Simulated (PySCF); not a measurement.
FLi, charge +1, doublet, at a GFN2-xTB geometry of the parent state (such geometries of metal compounds can be far from the true shape) (a state made from the parent by changing its charge; the spin is typed, not shown lowest); M062X/6-31G run with PySCF.

PySCF was given this input:
```python
from pyscf import gto, scf, dft

mol = gto.M(
    atom='''
Li   -0.00000000   -0.00000000   -1.14043347
F     0.00000000    0.00000000    0.38014449
''',
    basis='6-31g',
    charge=1,
    spin=1,
    verbose=4,
)

mf = dft.UKS(mol)
mf.xc = 'm062x'
mf.kernel()
mf.analyze()
```

Output, abridged:

```
PySCF version 2.14.0

[INPUT] verbose = 4
[INPUT] num. atoms = 2
[INPUT] num. electrons = 11
[INPUT] charge = 1
[INPUT] spin (= nelec alpha-beta = 2S) = 1
[INPUT] symmetry False subgroup None
[INPUT] Mole.unit = angstrom
[INPUT] Symbol           X                Y                Z      unit          X                Y                Z       unit  Magmom
[INPUT]  1 Li     0.000000000000   0.000000000000  -1.140433470000 AA    0.000000000000   0.000000000000  -2.155106921587 Bohr   0.0
[INPUT]  2 F      0.000000000000   0.000000000000   0.380144490000 AA    0.000000000000   0.000000000000   0.718368973862 Bohr   0.0

nuclear repulsion = 9.39628553792796
number of shells = 10
number of NR pGTOs = 44
number of NR cGTOs = 18
basis = 6-31g
ecp = {}

******** <class 'pyscf.dft.uks.UKS'> ********
method = UKS
initial guess = minao
damping factor = 0
level_shift factor = 0
DIIS = <class 'pyscf.scf.diis.CDIIS'>
diis_start_cycle = 1
diis_space = 8
diis_damp = 0
SCF conv_tol = 1e-09
SCF conv_tol_grad = None
SCF max_cycles = 50
direct_scf = True
direct_scf_tol = 1e-13
number electrons alpha = 6  beta = 5
XC library pyscf.dft.libxc version 7.1.2
    S. Lehtola, C. Steigemann, M. J. T. Oliveira, and M. A. L. Marques,  SoftwareX 7, 1–5 (2018)
XC functionals = m062x
    Y. Zhao and D. G. Truhlar,  Theor. Chem. Acc. 120, 215 (2008)
    Y. Zhao and D. G. Truhlar,  Theor. Chem. Acc. 120, 215 (2008)
radial grids:
    Treutler-Ahlrichs [JCP 102, 346 (1995); DOI:10.1063/1.469408] (M4) radial grids

becke partition: Becke, JCP 88, 2547 (1988); DOI:10.1063/1.454033
pruning grids: <function nwchem_prune>
grids dens level: 3
symmetrized grids: False
atomic radii adjust function: <function treutler_atomic_radii_adjust>
small_rho_cutoff = 0
Set gradient conv threshold to 3.16228e-05
tot grids = 27984
init E= -107.101482668013

cycle= 1 E= -106.940921894882  delta_E= 0.161  |g|= 0.0864  |ddm|= 0.808
cycle= 2 E= -106.944062602404  delta_E= -0.00314  |g|= 0.0533  |ddm|= 0.0889
cycle= 3 E= -106.94495292808  delta_E= -0.00089  |g|= 0.00833  |ddm|= 0.0329
cycle= 4 E= -106.945001329009  delta_E= -4.84e-05  |g|= 0.00137  |ddm|= 0.00894
cycle= 5 E= -106.945002781033  delta_E= -1.45e-06  |g|= 0.000123  |ddm|= 0.00181
cycle= 6 E= -106.945002797916  delta_E= -1.69e-08  |g|= 3.09e-05  |ddm|= 0.000186
cycle= 7 E= -106.945002802626  delta_E= -4.71e-09  |g|= 2.82e-05  |ddm|= 8.32e-05
cycle= 8 E= -106.9450028046  delta_E= -1.97e-09  |g|= 2.83e-05  |ddm|= 3.48e-05
cycle= 9 E= -106.945002610445  delta_E= 1.94e-07  |g|= 1.08e-05  |ddm|= 0.00501
cycle= 10 E= -106.945002581704  delta_E= 2.87e-08  |g|= 2.6e-06  |ddm|= 0.00265
cycle= 11 E= -106.945002581615  delta_E= 8.83e-11  |g|= 6.25e-07  |ddm|= 0.000135
Extra cycle  E= -106.945002581615  delta_E= -1.56e-13  |g|= 4.14e-07  |ddm|= 6.8e-07
converged SCF energy = -106.945002581615  <S^2> = 0.75084657  2S+1 = 2.0008464
**** SCF Summaries ****
Total Energy =                        -106.945002581615427
Nuclear Repulsion Energy =               9.396285537927961
One-electron Energy =                 -163.786624615015853
Two-electron Energy =                   47.445336495472461
Two-electron Coulomb Energy =           59.517574525979363
DFT Exchange-Correlation Energy =      -12.072238030506899
**** MO energy ****
                             alpha | beta                alpha | beta
MO #1   energy= -25.6717635371251  | -25.6480984938596  occ= 1 | 1
MO #2   energy= -2.4972628665221   | -2.49724499302211  occ= 1 | 1
MO #3   energy= -1.70489639379916  | -1.60396948531998  occ= 1 | 1
MO #4   energy= -0.97436040870528  | -0.870779844712855 occ= 1 | 1
MO #5   energy= -0.911050099628246 | -0.855873493938523 occ= 1 | 1
MO #6   energy= -0.896258993278481 | -0.485419330332671 occ= 1 | 0
MO #7   energy= -0.242116862947429 | -0.239245691078785 occ= 0 | 0
MO #8   energy= -0.173544429175205 | -0.164036902880838 occ= 0 | 0
MO #9   energy= -0.166584475758198 | -0.156682143545027 occ= 0 | 0
MO #10  energy= -0.135484191817514 | -0.136878926207329 occ= 0 | 0
MO #11  energy= -0.0356527636141315 | -0.0353276916103173 occ= 0 | 0
MO #12  energy= -0.0339300616161988 | -0.0318138135513484 occ= 0 | 0
MO #13  energy= -0.0269527623041403 | -0.0250392209781318 occ= 0 | 0
MO #14  energy= 0.0564215169902194 | 0.0535384685173648 occ= 0 | 0

To work with the spin densities directly, `use mulliken_meta_spin()` only printing them here.

 ** Mulliken spin pop alpha/beta on meta-lowdin orthogonal AOs **
 ** Mulliken Spin Density (per AO)  **
spin_pop of  0 Li 1s       -0.00000
spin_pop of  0 Li 2s       -0.00187
spin_pop of  0 Li 3s       -0.00017
spin_pop of  0 Li 2px      -0.00008
spin_pop of  0 Li 2py      -0.00008
spin_pop of  0 Li 2pz      -0.00006
spin_pop of  0 Li 3px      -0.00000
spin_pop of  0 Li 3py      -0.00000
spin_pop of  0 Li 3pz      -0.00045
spin_pop of  1 F 1s       -0.00000
spin_pop of  1 F 2s        0.00174
spin_pop of  1 F 3s       -0.00018
spin_pop of  1 F 2px       0.49908
spin_pop of  1 F 2py       0.49914
spin_pop of  1 F 2pz       0.00073
spin_pop of  1 F 3px       0.00097
spin_pop of  1 F 3py       0.00097
spin_pop of  1 F 3pz       0.00027
 ** Mulliken Spin Density (per atom)  **
spin density of  0 Li =     -0.00272
spin density of  1 F =      1.00272
 ** Mulliken pop alpha/beta on meta-lowdin orthogonal AOs **
 ** Mulliken pop       alpha | beta **
pop of  0 Li 1s        0.99977 | 0.99978
pop of  0 Li 2s        0.02098 | 0.02285
pop of  0 Li 3s        0.00019 | 0.00036
pop of  0 Li 2px       0.00109 | 0.00117
pop of  0 Li 2py       0.00109 | 0.00117
pop of  0 Li 2pz       0.00021 | 0.00027
pop of  0 Li 3px       0.00041 | 0.00041
pop of  0 Li 3py       0.00041 | 0.00041
pop of  0 Li 3pz       0.00103 | 0.00148
pop of  1 F 1s        0.99999 | 1.00000
pop of  1 F 2s        0.98097 | 0.97923
pop of  1 F 3s        0.00028 | 0.00046
pop of  1 F 2px       0.99751 | 0.49843
pop of  1 F 2py       0.99751 | 0.49837
pop of  1 F 2pz       0.99623 | 0.99550
pop of  1 F 3px       0.00099 | 0.00002
pop of  1 F 3py       0.00099 | 0.00002
pop of  1 F 3pz       0.00034 | 0.00007
In total             6.00000 | 5.00000
 ** Mulliken atomic charges   ( Nelec_alpha | Nelec_beta ) **
charge of  0Li =      0.94693  (     1.02517      1.02789 )
charge of  1F =      0.05307  (     4.97483      3.97211 )

WARN: System has nonzero charge 1; the dipole moment is origin-dependent.
Location of origin: [0. 0. 0.]

Dipole moment(X, Y, Z, Debye):  0.00000,  0.00000, -5.24593
```
